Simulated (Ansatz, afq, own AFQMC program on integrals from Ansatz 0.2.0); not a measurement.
**AlBH₂, triplet in 6-31G, levels against full CI**

```yaml
atoms:
  - { symbol: B, position_ang: [0.0000, 0.0000, -3.3699] }
  - { symbol: Al, position_ang: [0.0000, 0.0000, 3.1761] }
  - { symbol: H, position_ang: [0.0000, 0.0000, -4.5530] }
  - { symbol: H, position_ang: [0.0000, 0.0000, 4.7469] }
```

Connectivity, by distances: BH ··· AlH.

Basis 6-31G. Noble-gas cores (and the filled d shells of Ga–Kr and In–Xe) are frozen. Ansatz 0.2.0 and our own AFQMC program on the same integrals; the CISD trial comes from CCSD amplitudes, and released means the phaseless constraint is let go. ± is one standard error of the sampling.

Determinant: UHF, the one that the program's search chose, which needn't be the lowest solution. The geometry is a point of a scan.

Full CI on the same integrals is exact in this basis and with this determinant's frozen core.

Cautions: lower spins were not checked; the determinant is a saddle point among determinants of its kind; raised T1 diagnostic (T1 0.040, weight of the determinant 0.89, largest double 0.10); unrestricted determinant slightly spin contaminated (⟨S²⟩ 2.06 against 2.00).

```
T1 diagnostic                               : 0.0404
weight of the determinant in the CISD state : 0.889
⟨S²⟩ of the determinant                     : 2.062
size of the correlated space                : 8 electrons in 20 orbitals
```

```csv
level,correlation energy (eV)
MP2,-1.3522
CCSD,-2.1106
CCSD(T),-2.1266
```

(1) Estimate where phaseless AFQMC with a CISD trial lies against CCSD(T) on the same integrals.

(1) 0.22 ± 0.06 mEh below CCSD(T).

Reference: full CI, correlation energy -2.136 eV. The released energy is read at 2.40 1/Eh (meV from the phaseless value at times in 1/Eh: -0.5 ± 1.5 at 0.24, 1.1 ± 2.1 at 0.51, -1.5 ± 1.0 at 0.99, -3.6 ± 0.8 at 1.62, -3.8 ± 0.9 at 2.40).

```tsv
level	E − E(reference) (mEh)	share of correlation (%)
CCSD(T)	0.35	99.55
CCSDT	0.06	99.92
CCSDT(Q)	0.02	99.97
CCSDTQ	0.00	100.00
ph-AFQMC/HF	1.43 ± 0.62	98.18
ph-AFQMC/CISD	0.14 ± 0.06	99.82
released AFQMC	0.00 ± 0.03	100.00
```

CCSDT and higher add their correlation energy to the determinant of the CCSD(T) run, since their own runs factorise the integrals more tightly (a shift of under 2 meV). Released energies are given only where the last usable release times agree within the noise; a slower fall can still hide under it.
